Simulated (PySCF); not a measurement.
# How the functional moves excitation energies

Compound: dichlorosilane, Cl2H2Si.
SMILES: `Cl[SiH2]Cl`

Linear-response calculations in the def2-SVPD basis (PySCF; singlets by full response, triplets Tamm–Dancoff, core orbitals frozen in the response; HF means time-dependent Hartree–Fock). 'Strongest' is the level of largest summed f among the singlets computed (10 roots, of which the last may lack a degenerate partner); it can jump between rows when another state enters that window. S1 is the lowest singlet of each run and needn't be the same state throughout; f(S1) is that of one state. Isolated species at its PBE0-D3(BJ)/def2-SVP geometry, gas phase.

```json
{"functional": "LDA", "kind": "LDA", "S1 (eV)": "6.56", "f(S1)": "0.010", "strongest (eV)": "7.78", "T1 (eV)": "6.31", "HOMO (eV)": "-7.87", "gap (eV)": "6.44", "ionisation energy, ΔSCF (eV)": "10.93"}
{"functional": "PBE", "kind": "GGA", "S1 (eV)": "6.70", "f(S1)": "0.011", "strongest (eV)": "7.84", "T1 (eV)": "6.40", "HOMO (eV)": "-7.83", "gap (eV)": "6.60", "ionisation energy, ΔSCF (eV)": "10.86"}
{"functional": "B3LYP", "kind": "global hybrid, 20% exact exchange", "S1 (eV)": "7.20", "f(S1)": "0.015", "strongest (eV)": "8.40", "T1 (eV)": "6.86", "HOMO (eV)": "-8.94", "gap (eV)": "8.38", "ionisation energy, ΔSCF (eV)": "11.28"}
{"functional": "PBE0", "kind": "global hybrid, 25% exact exchange", "S1 (eV)": "7.33", "f(S1)": "0.013", "strongest (eV)": "8.58", "T1 (eV)": "6.96", "HOMO (eV)": "-9.19", "gap (eV)": "8.86", "ionisation energy, ΔSCF (eV)": "11.36"}
{"functional": "BHandHLYP", "kind": "global hybrid, 50% exact exchange", "S1 (eV)": "7.87", "f(S1)": "0.018", "strongest (eV)": "9.23", "T1 (eV)": "7.45", "HOMO (eV)": "-10.44", "gap (eV)": "10.98", "ionisation energy, ΔSCF (eV)": "11.70"}
{"functional": "CAM-B3LYP", "kind": "range-separated hybrid", "S1 (eV)": "7.54", "f(S1)": "0.016", "strongest (eV)": "8.90", "T1 (eV)": "7.16", "HOMO (eV)": "-10.54", "gap (eV)": "11.19", "ionisation energy, ΔSCF (eV)": "11.61"}
{"functional": "wB97X-D", "kind": "range-separated hybrid", "S1 (eV)": "7.59", "f(S1)": "0.014", "strongest (eV)": "8.95", "T1 (eV)": "7.26", "HOMO (eV)": "-11.07", "gap (eV)": "12.48", "ionisation energy, ΔSCF (eV)": "11.59"}
{"functional": "LC-wPBE", "kind": "range-separated hybrid", "S1 (eV)": "7.93", "f(S1)": "0.012", "strongest (eV)": "9.42", "T1 (eV)": "7.46", "HOMO (eV)": "-11.96", "gap (eV)": "13.74", "ionisation energy, ΔSCF (eV)": "11.99"}
{"functional": "HF", "kind": "Hartree–Fock", "S1 (eV)": "8.84", "f(S1)": "0.020", "strongest (eV)": "10.43", "T1 (eV)": "8.20", "HOMO (eV)": "-12.45", "gap (eV)": "14.70", "ionisation energy, ΔSCF (eV)": "not settled"}
```

S1 runs from 6.56 eV (LDA) to 8.84 eV (HF), a spread of 2.28 eV, while the orbital gap spreads over 8.3 eV. Along PBE (0%), B3LYP (20%), PBE0 (25%), BHandHLYP (50%), HF (100%) S1 rises with the share of exact exchange. −ε(HOMO) comes closest to its own ΔSCF ionisation energy with LC-wPBE (-0.03 eV) and misses most with LDA (-3.06 eV). 'Not settled' means that the ion's SCF failed to converge or may have ended in another state than the lowest.
